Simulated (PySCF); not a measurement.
Running PySCF for MgSi

Input:

```python
from pyscf import gto, dft

mol = gto.M(
    atom='Mg 0 0 0; Si 0 0 2.347',
    basis='jorge-dzp',
    charge=0,
    spin=2,
    symmetry=True,
    verbose=4,
)
mf = dft.UKS(mol, xc='pw91')
mf = mf.density_fit(auxbasis='def2-universal-jkfit')
mf.kernel()
mf.analyze()
print('orbital energies (hartree):', [e[max(0, n-3):n+3].round(4) for e, n in zip(mf.mo_energy, mol.nelec)])
```

```bash
$ OMP_NUM_THREADS=1 python input.py
```

It prints (some set-up lines and the per-cycle HOMO/LUMO lines with their warnings removed):

```
PySCF version 2.14.0

[INPUT] Symbol           X                Y                Z      unit          X                Y                Z       unit  Magmom
[INPUT]  1 Mg     0.000000000000   0.000000000000   0.000000000000 AA    0.000000000000   0.000000000000   0.000000000000 Bohr   0.0
[INPUT]  2 Si     0.000000000000   0.000000000000   2.347000000000 AA    0.000000000000   0.000000000000   4.435187214354 Bohr   0.0

nuclear repulsion = 37.8788970748019
point group symmetry = Coov
symmetry origin: [0.         0.         2.38817773]
symmetry axis x: [1. 0. 0.]
symmetry axis y: [0. 1. 0.]
symmetry axis z: [0. 0. 1.]
num. orbitals of irrep A1 = 24
num. orbitals of irrep E1x = 10
num. orbitals of irrep E1y = 10
num. orbitals of irrep E2x = 2
num. orbitals of irrep E2y = 2
number of shells = 24
number of NR pGTOs = 88
number of NR cGTOs = 48
basis = jorge-dzp
ecp = {}

******** <class 'pyscf.df.df_jk.DFSymAdaptedUKS'> ********
method = DFSymAdaptedUKS
initial guess = minao
damping factor = 0
level_shift factor = 0
DIIS = <class 'pyscf.scf.diis.CDIIS'>
SCF conv_tol = 1e-09
SCF max_cycles = 50
number electrons alpha = 14  beta = 12
XC functionals = pw91

grids dens level: 3
Freeze 0 electrons in irreps []
    26 free electrons in irreps A1 E1x E1y E2x E2y
tot grids = 37760
init E= -489.491289477204

cycle= 1 E= -489.395192464144  delta_E= 0.0961  |g|= 0.186  |ddm|= 1.19
cycle= 2 E= -488.953569435654  delta_E= 0.442  |g|= 0.524  |ddm|= 1.34
cycle= 3 E= -489.43824730202  delta_E= -0.485  |g|= 0.0444  |ddm|= 1.07
cycle= 4 E= -489.438207617112  delta_E= 3.97e-05  |g|= 0.029  |ddm|= 0.108
cycle= 5 E= -489.439442656201  delta_E= -0.00124  |g|= 0.00568  |ddm|= 0.0602
cycle= 6 E= -489.439552655214  delta_E= -0.00011  |g|= 0.00342  |ddm|= 0.0253
cycle= 7 E= -489.439603598306  delta_E= -5.09e-05  |g|= 0.00176  |ddm|= 0.018
cycle= 8 E= -489.439647216379  delta_E= -4.36e-05  |g|= 0.000654  |ddm|= 0.0298
cycle= 9 E= -489.439652300008  delta_E= -5.08e-06  |g|= 0.0001  |ddm|= 0.0146
cycle= 10 E= -489.439652329584  delta_E= -2.96e-08  |g|= 2.66e-05  |ddm|= 0.000829
cycle= 11 E= -489.439652330764  delta_E= -1.18e-09  |g|= 5.62e-06  |ddm|= 7.83e-05
cycle= 12 E= -489.439652330906  delta_E= -1.42e-10  |g|= 5.33e-07  |ddm|= 6.15e-05
Extra cycle  E= -489.439652330907  delta_E= -6.82e-13  |g|= 4.53e-07  |ddm|= 2.31e-06
converged SCF energy = -489.439652330907  <S^2> = 2.0663783  2S+1 = 3.0439305
**** SCF Summaries ****
Total Energy =                        -489.439652330906711
Nuclear Repulsion Energy =              37.878897074801877
One-electron Energy =                 -755.925800477004941
Two-electron Energy =                  228.607251071296332
Two-electron Coulomb Energy =          265.879616281893391
DFT Exchange-Correlation Energy =      -37.272365210597044
**** MO energy ****
[7 lines left out]
alpha MO #8 (A1 #6), energy= -1.75463305534804 occ= 1
alpha MO #9 (E1x #2), energy= -1.75366757043264 occ= 1
alpha MO #10 (E1y #2), energy= -1.75366757043264 occ= 1
alpha MO #11 (A1 #7), energy= -0.405436795376517 occ= 1
alpha MO #12 (A1 #8), energy= -0.20772308960359 occ= 1
alpha MO #13 (E1x #3), energy= -0.162226426693111 occ= 1
alpha MO #14 (E1y #3), energy= -0.162226426693111 occ= 1
alpha MO #15 (A1 #9), energy= -0.118838252654342 occ= 0
alpha MO #16 (E1x #4), energy= -0.0411901163186266 occ= 0
alpha MO #17 (E1y #4), energy= -0.0411901163186266 occ= 0
[31 lines left out]
[5 lines left out]
beta  MO #6 (E1y #1), energy= -3.45492795041234 occ= 1
beta  MO #7 (A1 #5), energy= -2.95838718099193 occ= 1
beta  MO #8 (A1 #6), energy= -1.75493680918061 occ= 1
beta  MO #9 (E1x #2), energy= -1.75326347574263 occ= 1
beta  MO #10 (E1y #2), energy= -1.75326347574263 occ= 1
beta  MO #11 (A1 #7), energy= -0.353874665941973 occ= 1
beta  MO #12 (A1 #8), energy= -0.192074876936459 occ= 1
beta  MO #13 (A1 #9), energy= -0.115006499872919 occ= 0
beta  MO #14 (E1x #3), energy= -0.106968849408755 occ= 0
beta  MO #15 (E1y #3), energy= -0.106968849408755 occ= 0
[33 lines left out]
 ** Mulliken pop alpha/beta on meta-lowdin orthogonal AOs **
 ** Mulliken pop       alpha | beta **
pop of  0 Mg 1s        0.99998 | 0.99998
pop of  0 Mg 2s        0.99986 | 0.99987
pop of  0 Mg 3s        0.50242 | 0.70069
pop of  0 Mg 4s        0.00408 | 0.00345
pop of  0 Mg 5s        0.00004 | 0.00004
pop of  0 Mg 6s        0.00010 | 0.00008
pop of  0 Mg 7s        0.00016 | 0.00014
pop of  0 Mg 2px       0.99989 | 0.99987
pop of  0 Mg 2py       0.99989 | 0.99987
pop of  0 Mg 2pz       0.99984 | 0.99982
pop of  0 Mg 3px       0.06577 | 0.00006
pop of  0 Mg 3py       0.06577 | 0.00006
[36 lines left out]
In total            14.00000 | 12.00000
 ** Mulliken atomic charges   ( Nelec_alpha | Nelec_beta ) **
charge of  0Mg =      0.63260  (     5.64637      5.72102 )
charge of  1Si =     -0.63260  (     8.35363      6.27898 )
Dipole moment(X, Y, Z, Debye):  0.00000,  0.00000, -3.12850
orbital energies (hartree): [array([-0.2077, -0.1622, -0.1622, -0.1188, -0.0412, -0.0412]), array([-1.7533, -0.3539, -0.1921, -0.115 , -0.107 , -0.107 ])]
```

In short: E(SCF) = -489.439652 Eh, 12 cycles, ⟨S²⟩ = 2.066, μz(SCF) = -3.13 D.

Run time: 3.3 s on 1 thread of Arm Neoverse V1 (shared host).

The bond length is a typed value, not an optimised one. No search for the lowest solution was made.
